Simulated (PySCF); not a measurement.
1,1,2,2-tetrafluoroethane, C₂H₂F₄, SMILES FC(F)C(F)F, point group C2h.

Force field and properties: B3LYP/pcSseg-1 (PySCF, grid level 2). Vibrational terms come from second-order perturbation theory with semi-diagonal cubic constants, by steps of ±0.6 along the normal coordinates of each isotopologue. The parent has the commonest isotopes.

Equilibrium geometry (Å):

| atom | x | y | z |
| --- | --- | --- | --- |
| F1 | 1.2355 | 1.2578 | -0.0844 |
| C2 | 0.7627 | -0.0084 | 0.0645 |
| F3 | 1.2852 | -0.7810 | -0.9249 |
| C4 | -0.7536 | 0.0178 | -0.0891 |
| F5 | -1.2265 | -1.2484 | 0.0599 |
| F6 | -1.2761 | 0.7904 | 0.9003 |
| H7 | 1.0748 | -0.4021 | 1.0378 |
| H8 | -1.0657 | 0.4115 | -1.0624 |

Problem. Give the equilibrium and ground-state rotational constants (MHz) of parent; ²H at 7; ¹³C at 2; ²H at 7, ²H at 8.

Solution. 
| species | Ae | Be | Ce | A0 | B0 | C0 | Δ0 (u Å²) | harmonic ZPE (cm⁻¹) |
| --- | --- | --- | --- | --- | --- | --- | --- | --- |
| parent | 5071.6 | 3134.6 | 2050.6 | 5043.7 | 3112 | 2037.8 | -14.597 | 10012 |
| ²H at 7 | 4970.3 | 3088.6 | 2047.5 | 4942.2 | 3066.2 | 2034.6 | -18.691 | 9238 |
| ¹³C at 2 | 5065.9 | 3123.5 | 2046.8 | 5038.2 | 3101.2 | 2034.1 | -14.824 | 9957 |
| ²H at 7, ²H at 8 | 4871.6 | 3043 | 2044.3 | 4843.3 | 3020.8 | 2031.3 | -22.843 | 8463 |

Δ0 = Ic − Ia − Ib from the ground-state constants.

Problem. How is the parent's vibrational correction B0 − Be made up?

Solution. 
| axis | harmonic | Coriolis | cubic | total (MHz) |
| --- | --- | --- | --- | --- |
| a | 5.82 | -7.36 | -26.4 | -28 |
| b | 3.63 | -1.49 | -24.8 | -22.6 |
| c | 0.833 | -0.558 | -13.1 | -12.8 |

Problem. And its quartic centrifugal distortion constants from the harmonic force field?

Solution. Asymmetric top, A reduction, Ir representation: ΔJ = 0.535 kHz, ΔJK = -0.657 kHz, ΔK = 1.65 kHz, δJ = 0.193 kHz, δK = 0.542 kHz.

A mode lies under 250 cm⁻¹, where this perturbation treatment is rough. Internal rotors are held in one well.
